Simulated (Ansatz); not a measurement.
**SiH2, GeH2: vertical spin gaps**

Ansatz 0.2.0, basis cc-pVDZ; geometries are PBE0/def2-TZVP minima. Wave-function levels freeze the cores with the filled d shells of p-block atoms; HF, MP2 and coupled cluster are restricted for singlets and unrestricted otherwise, restricted open-shell where a d shell is frozen, Kohn–Sham unrestricted where that lies lower. NEVPT2 and MRCISD+Q stand on CASSCF in the full valence space. The reference is full CI, exact within the basis. Semilocal and hybrid functionals correlate all electrons outside any core potential and usually lie nearer their basis limit than the reference, so part of their error here is the reference's basis and frozen-core error; RPA and the MP2 part of double hybrids freeze the same cores as the reference. An error is the level's value less the reference. None of these values is a measured one. Energies are electronic, without zero-point terms. No spin–orbit coupling and no scalar relativity. The set is small: such energies can lie up to about 0.3 eV from the limit, spin gaps mostly less, so near ties and functionals' places can change in larger sets. The species are chosen: bound, without strong static correlation by their natural occupations or amplitudes, in their lowest spin state as far as vertical gaps and like structures tell, and with a ladder that closes on the reference, so errors are smaller than for species at large; levels whose determinant breaks symmetry or spin markedly are left out.

```
      species                    bonds (Å)                        quantity  symmetry of the states  reference  value (eV)  error CCSD(T)  error CCSDT  error NEVPT2  error MRCISD+Q  error PBE
SiH2, singlet  Si–H 1.526, angle at Si 91°  triplet less singlet, vertical                 A1 / B1    full CI       1.202          0.000       -0.002        -0.054          -0.011     -0.143
GeH2, singlet  Ge–H 1.594, angle at Ge 91°  triplet less singlet, vertical                 A1 / B1    full CI       1.368          0.001       -0.003        -0.043          -0.004      0.035
```

The reference rises from Si to Ge, by 0.166 eV in all.
